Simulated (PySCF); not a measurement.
C5H7N.
Geometry (PBE0-D3(BJ)/def2-SVP, Å), atoms numbered from 1 in this order:
```
atom  x, y, z in Å
C1     2.131    0.336    0.445
C2     1.293   -0.174   -0.464
C3    -0.144   -0.369   -0.249
C4    -0.928   -0.967   -1.170
N5    -0.633    0.030    1.000
C6    -1.648    0.781    1.072
H7     1.770    0.629    1.434
H8     3.195    0.459    0.228
H9     1.665   -0.477   -1.448
H10   -1.986   -1.157   -0.978
H11   -0.503   -1.331   -2.107
H12   -2.053    1.049    2.058
H13   -2.159    1.190    0.179
```

Computed with core-valence-separated Tamm–Dancoff BHandHLYP/aug-pcX-1 (pcseg-1 on H) in PySCF, non-relativistic, gas phase, PBE0-D3(BJ)/def2-SVP geometry. Absolute energies from this functional tend to lie a few eV below measured edges; no shift was applied.

Q: What does the N 1s absorption edge look like?

A: 
```csv
E (eV),f,core hole on,main final orbital
396.08,0.0590,N5,LUMO (44 %)
400.01,0.0045,N5,LUMO (48 %)
401.52,0.0023,N5,LUMO+2 (56 %)
402.05,0.0006,N5,LUMO+4 (37 %)
402.08,0.0018,N5,LUMO+3 (79 %)
402.38,0.0039,N5,LUMO+7 (42 %)
402.48,0.0027,N5,spread
```

The first line with a tenth or more of the strongest one's intensity is at 396.08 eV (f = 0.059), with the hole on N5 (imine nitrogen). It is also the strongest listed.

Q: List the carbon K-edge absorption lines.

A: 
```tsv
E (eV)	f	core hole on	main final orbital	polarisation
282.19	0.0581	C1	LUMO+1 (42 %)	normal to the local trigonal plane
282.30	0.0536	C4	LUMO (68 %)	normal to the local trigonal plane
282.66	0.0659	C6	LUMO (48 %)	normal to the local trigonal plane
282.73	0.0525	C2	LUMO+1 (44 %)	normal to the local trigonal plane
283.55	0.0588	C3	LUMO (61 %)	normal to the local trigonal plane
285.60	0.0104	C4	LUMO+1 (66 %)	in the local trigonal plane
285.62	0.0053	C2	LUMO (66 %)	mixed
285.77	0.0071	C1	LUMO+4 (43 %)	in the local trigonal plane
285.80	0.0061	C4	LUMO+2 (49 %)	in the local trigonal plane
285.93	0.0054	C1	LUMO (39 %)	in the local trigonal plane
286.02	0.0024	C3	LUMO+1 (71 %)	mixed
286.04	0.0196	C2	LUMO+3 (44 %)	in the local trigonal plane
286.39	0.0221	C4	spread	in the local trigonal plane
286.46	0.0173	C1	LUMO+5 (30 %)	in the local trigonal plane
286.94	0.0067	C2	spread	normal to the local trigonal plane
287.02	0.0058	C4	LUMO+8 (30 %)	normal to the local trigonal plane
287.10	0.0118	C6	LUMO+2 (48 %)	in the local trigonal plane
287.12	0.0027	C1	LUMO+2 (61 %)	mixed
287.27	0.0007	C4	LUMO+4 (38 %)	–
287.29	0.0007	C2	LUMO+4 (69 %)	–
287.33	0.0069	C1	LUMO+10 (44 %)	mixed
287.39	0.0045	C6	LUMO+1 (48 %)	in the local trigonal plane
287.42	0.0158	C3	spread	normal to the local trigonal plane
```

The first line with a tenth or more of the strongest one's intensity is at 282.19 eV (f = 0.058), with the hole on C1 (terminal =CH2 carbon), polarised normal to the local trigonal plane: a 1s→π* resonance. The strongest listed is at 282.66 eV (f = 0.066; C6, 1s→π*).

Roots within 0.03 eV whose holes lie on the same, on equivalent or on shared atoms are summed into one line, and the highest roots are left out, as the search may have cut off their partners. Final orbitals are the ground state's empty Kohn–Sham orbitals. A dash: too weak, shared between unlike atoms, or no plane or axis to refer to.

Q: What are the wavelength and the wavenumber of the 396.08 eV line?

A: λ = 12398.42 eV Å/396.08 eV = 31.303 Å; 3.1946 × 10⁶ cm⁻¹.

The list ends where the root search ended, not at a threshold.

One conformer stands for the species.
